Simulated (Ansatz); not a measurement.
# C₂H₇NS: one species, many methods

How much do the methods differ for C₂H₇NS? The plan is to run it at one geometry with functionals of several rungs and with coupled cluster. The yardstick is the atomisation energy at the CCSD(T) limit.

Method: functionals in def2-TZVPP, the program's frozen cores in correlated methods; program: Ansatz 0.2.0, Gaussian basis.

The runs, in order: LDA (SPW92), PBE-D4, revPBE-D4, BLYP-D4, r2SCAN-D4, B97M-V, PBE0-D4, B3LYP-D4, r2SCANh-D4, r2SCAN0-D4, HSE06-D4, BHLYP-D4, CAM-B3LYP-D4, LC-ωPBE, ωB97X-V, ωB97M-V, B2PLYP, PBE-QIDH; CCSD(T)/def2-SVP; CCSD(T)/def2-TZVPP; MP2/def2-QZVPP; extrapolation to the limit; RPA on PBE.

**1. The relaxed structure**

All runs share one geometry, relaxed beforehand with PBE0-D4 in a triple-zeta def2 set.

SMILES `CSCN`, 11 atoms, charge 0, spin multiplicity 1.

Atoms are counted from 1 here; the program's logs count them from 0.

Bond lengths: C1–S2 1.796 Å, C1–H5 1.092 Å, C1–H6 1.092 Å, C1–H7 1.090 Å, S2–C3 1.826 Å, C3–N4 1.434 Å, C3–H8 1.093 Å, C3–H9 1.092 Å, N4–H10 1.011 Å, N4–H11 1.012 Å. Angles: S2–C1–H5 111.8°, S2–C1–H6 111.2°, S2–C1–H7 107.2°, H5–C1–H6 109.9°, H5–C1–H7 108.1°, H6–C1–H7 108.6°, C1–S2–C3 99.8°, S2–C3–N4 118.1°, S2–C3–H8 108.1°, S2–C3–H9 103.9°, N4–C3–H8 109.1°, N4–C3–H9 109.7°, H8–C3–H9 107.4°, C3–N4–H10 111.6°, C3–N4–H11 111.0°, H10–N4–H11 107.8°.

As a file:

```
atom    x (Å)    y (Å)    z (Å)
  C1  -1.0271   1.1378  -0.6039
  S2   0.5416   1.2744   0.2604
  C3   0.6885  -0.4263   0.9096
  N4   0.8691  -1.4949  -0.0293
  H5  -0.9765   0.4172  -1.4227
  H6  -1.8329   0.8648   0.0812
  H7  -1.2482   2.1175  -1.0280
  H8  -0.1926  -0.6325   1.5218
  H9   1.5487  -0.3767   1.5807
 H10   0.0463  -1.6311  -0.6013
 H11   1.6483  -1.3073  -0.6478
```

**2. LDA**

This LDA is Slater exchange with PW92 correlation.

File in.yaml:

```yaml
crystal:
  periodic: [false, false, false]
  atoms:
    - {symbol: C, position_ang: [-1.027113, 1.137757, -0.603942]}
    - {symbol: S, position_ang: [0.541555, 1.274423, 0.260372]}
    - {symbol: C, position_ang: [0.688533, -0.426345, 0.909584]}
    - {symbol: N, position_ang: [0.869105, -1.494857, -0.029348]}
    - {symbol: H, position_ang: [-0.976501, 0.417212, -1.422711]}
    - {symbol: H, position_ang: [-1.832866, 0.864848, 0.081189]}
    - {symbol: H, position_ang: [-1.248173, 2.117454, -1.028021]}
    - {symbol: H, position_ang: [-0.192630, -0.632465, 1.521831]}
    - {symbol: H, position_ang: [1.548681, -0.376743, 1.580716]}
    - {symbol: H, position_ang: [0.046325, -1.631109, -0.601312]}
    - {symbol: H, position_ang: [1.648284, -1.307276, -0.647759]}
basis:
  gaussian: {orbitals: def2-TZVPP}
hamiltonian: {xc: lda}
output: {orbitals: {seedname: orbitals}}
```

Launch:

```bash
$ ansatz run in.yaml --threads 2 --pin off --events-out ev --progress --plain --max-ram 4352MiB
```

The runs that follow: PBE-D4 (GGA); revPBE-D4 (GGA); BLYP-D4 (GGA); r2SCAN-D4 (meta-GGA); B97M-V (meta-GGA); PBE0-D4 (hybrid); B3LYP-D4 (hybrid); r2SCANh-D4 (hybrid); r2SCAN0-D4 (hybrid); HSE06-D4 (hybrid); BHLYP-D4 (hybrid); CAM-B3LYP-D4 (range-separated); LC-ωPBE (range-separated); ωB97X-V (range-separated); ωB97M-V (range-separated); B2PLYP (double hybrid); PBE-QIDH (double hybrid); CCSD(T) in def2-SVP; CCSD(T) in def2-TZVPP; MP2 in def2-QZVPP; RPA on PBE orbitals.

Before running them: what should the planned runs give, taken together? Wanted: atomisation energy, CCSD(T)/CBS; farthest beyond LDA; mean size of error, GGA; mean size of error, meta-GGA; mean size of error, hybrid; mean size of error, range-separated; mean size of error, double hybrid; gap, smallest and largest; T1 diagnostic.

As calculated:

| quantity | value |
| --- | --- |
| atomisation energy, CCSD(T)/CBS | 3918.3 kJ/mol |
| functionals within 19.6 kJ/mol (0.5 %) | revPBE-D4, BLYP-D4, r2SCAN-D4, B97M-V, B3LYP-D4, CAM-B3LYP-D4, ωB97X-V |
| farthest beyond LDA | BHLYP-D4 (-106.9 kJ/mol) |
| mean size of error, GGA | 33.0 kJ/mol |
| mean size of error, meta-GGA | 4.4 kJ/mol |
| mean size of error, hybrid | 39.3 kJ/mol |
| mean size of error, range-separated | 18.9 kJ/mol |
| mean size of error, double hybrid | 35.0 kJ/mol |
| gap, smallest and largest | 4.94 eV (BLYP-D4), 12.05 eV (LC-ωPBE) |
| T1 diagnostic | 0.0101 |
| triples share of the correlation energy | 4.0 % |

**Reading.** LDA overbinds by 583.0 kJ/mol (15 %). PBE-D4 is off by +91.9 kJ/mol. Double hybrids carry the basis error of their MP2 part in triple zeta, and no dispersion term here, so their miss is partly the set-up's. The rungs meta-GGA, range-separated miss on average by less than the doubt on the reference (19.6 kJ/mol), so they tie. Misses under about 19.6 kJ/mol are within the doubt on the reference itself, which lacks core-valence correlation, relativity and higher excitations. Hartree-Fock recovers 71 % of the binding; the rest is correlation. CCSD(T) in def2-SVP is off by -237.8 kJ/mol, more than most functionals: a good method in a small basis is no reference. The gap grows from 4.9 to 12.0 eV across the functionals, mostly with the share of exact exchange.
